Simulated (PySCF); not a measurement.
How the method changes the constants of LiAl

State: ¹Σ⁺ (singlet), closed shell. Set-up: Li def2-SVPD, Al def2-SVPD; no relativity (PySCF 2.14). De refers to Li + Al in their high-spin ground configurations, without counterpoise correction. A positive dipole means Li(−)Al(+).

```csv
Level,Re (Å),ωe (cm⁻¹),De (eV),μ (D)
RHF-MP2,2.963,289,0.62,n/a
RHF-SCS-MP2,2.968,286,0.66,n/a
RHF-CCSD,2.958,275,0.79,n/a
RHF-CCSD(T),2.961,271,0.84,n/a
PBE,2.942,285,0.98,-2.54
BLYP,2.933,282,0.97,-2.32
r²SCAN,2.958,287,0.82,-3.17
TPSSh,2.940,294,0.98,-3.21
r²SCANh,2.950,292,0.80,-3.33
PBE0,2.929,297,0.89,-3.18
ωB97X,2.890,314,0.93,-4.54
```

Problem. Which functional lies closest to RHF-CCSD(T) in De, which farthest, and by how much do they differ from it?

Solution. Closest is r²SCAN (-0.3 pm in Re, +5.9 % in ωe, -0.02 eV in De against RHF-CCSD(T) in the same basis), farthest PBE (-1.9 pm in Re, +5.2 % in ωe, +0.14 eV in De). CCSD(T) converges more slowly with the basis than the functionals do and binds too weakly in this one, so the order can change at the basis-set limit.

Problem. What does a quarter of exact exchange do here, going from PBE to PBE0?

Solution. PBE0 less PBE: -1.3 pm in Re, +4.2 % in ωe, -0.09 eV in De. Exact exchange removes part of the self-interaction that spreads semilocal densities, and in most molecules shortens and stiffens the bond and lowers De; so it does here.

Problem. What does the triples do here, going from RHF-CCSD to RHF-CCSD(T)?

Solution. RHF-CCSD(T) less RHF-CCSD: +0.3 pm in Re, -1.5 % in ωe, +0.05 eV in De. Correlation nearly always deepens the well. The bond lengthens, as in strong covalent bonds, where excitations into antibonding orbitals dominate.

Correlated steps freeze 5 core orbitals. Closed-shell solutions of metal pairs were not tested for spin polarisation, which can lower them a little. Correlated levels converge slowly with the basis: in double zeta they bind strong bonds too weakly, by up to about 1 eV, and carry superposition errors of some tenths. Where the molecule has an RHF reference, its open-shell atoms are computed with UHF. The CCSD T1 diagnostic is raised, a sign that a single reference may not be enough here.
